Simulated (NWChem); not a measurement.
## Extrapolating the MP2 correlation energy of propyne (C3H4)

SMILES: CC#C
```xyz
7

C      1.2234    -0.1960     0.0000
C     -0.2116     0.0353     0.0000
C     -1.4074     0.2252     0.0000
H      1.4491    -1.2737     0.0000
H      1.6966     0.2476     0.8898
H      1.6966     0.2476    -0.8898
H     -2.4686     0.3908     0.0000
```
Charge 0, spin multiplicity 1.

The numbers come from NWChem runs, not from measurements. The geometry was optimised at PBE0/def2-SVP, a minimum by its harmonic frequencies.

The correlated methods keep 3 core orbitals frozen.

Worked example. The MP2 correlation energy is -397.81 mHa in cc-pVDZ and -483.08 mHa in cc-pVTZ. The form E(X) = E∞ + A/X³ turns the pair into an estimate of the basis-set limit.

E∞ = (3³·(-483.08) − 2³·(-397.81))/(3³ − 2³) = -519.0 mHa. The larger basis holds 93 % of that. This is a two-point estimate, and a rough one from so small a pair.
